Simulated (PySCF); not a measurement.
# A diatomic session: NaO−

The task here is to estimate one member of a computed series from the others.

Computed with PySCF 2.14.0. Level: Na def2-SVPD, O def2-SVPD, no relativity.

4 further runs of the same task are left out: 4 set aside as unsound or not needed.

The first run:

A driver script around PySCF takes these settings:

```json
{
 "atoms": "Na, O",
 "charge": "-1",
 "basis": "Na def2-SVPD, O def2-SVPD",
 "Hamiltonian": "no relativity",
 "basis functions": "41",
 "electrons treated": "20",
 "masses in u": "22.9898, 15.9949",
 "levels": "PBE0, PBE, r²SCAN, B3LYP, PW91, MP2, SCS-MP2, CCSD, CCSD(T)",
 "grid": "80 radial by 434 angular points",
 "occupations": "held fixed by the projection of orbital angular momentum",
 "dissociation limit": "Na + O−, each in its ground configuration",
 "starting distance in angstrom": "2.275",
 "values of 2S to try": "0, 2"
}
```

Run with:

```bash
> OMP_NUM_THREADS=1 python dia.py task.json out
```

Among the steps run: The job; The PBE0 curve of the state that the search chose; PBE; r²SCAN; B3LYP; PW91; Adding correlation.

One table of the session follows, with a row left open; its other results are not shown here.

It belongs to the step «The curves together». Energy (eV) from each level's lowest point:

```
R (Å)  UHF-MP2  UHF-SCS-MP2  UHF-CCSD  UHF-CCSD(T)    PBE
1.864    0.444        0.444       n/a          n/a  0.423
1.950    0.205        0.204     0.197        0.204  0.193
2.037    0.071        0.071     0.067        0.071  0.067
2.102        ?            ?         ?            ?      ?
2.167    0.000        0.000     0.000        0.000  0.000
2.232    0.003        0.003     0.005        0.003  0.003
2.319    0.034        0.034     0.038        0.033  0.032
2.427    0.100        0.101     0.108        0.098  0.093
2.557    0.202        0.203     0.213        0.200  0.185
2.730    0.353        0.355       n/a          n/a  0.321
```

Q: Estimate the row for R (Å) = 2.102 from the others.

Worked estimate for «UHF-MP2». A straight line through the neighbours (2.037, 0.071) and (2.167, 0.000) gives 0.071 + (0.000 − 0.071) × (2.102 − 2.037) / (2.167 − 2.037) = 0.035; a parabola fitted to 4 rows on both sides gives 0.018.

As computed: UHF-MP2: 0.020; UHF-SCS-MP2: 0.020; UHF-CCSD: 0.018; UHF-CCSD(T): 0.020; PBE: 0.019. In «UHF-MP2» the line misses by +0.015 and the parabola by -0.002.

To keep in mind: At some levels the lowest empty orbital lies below the highest filled one (the two can be of opposite spin).
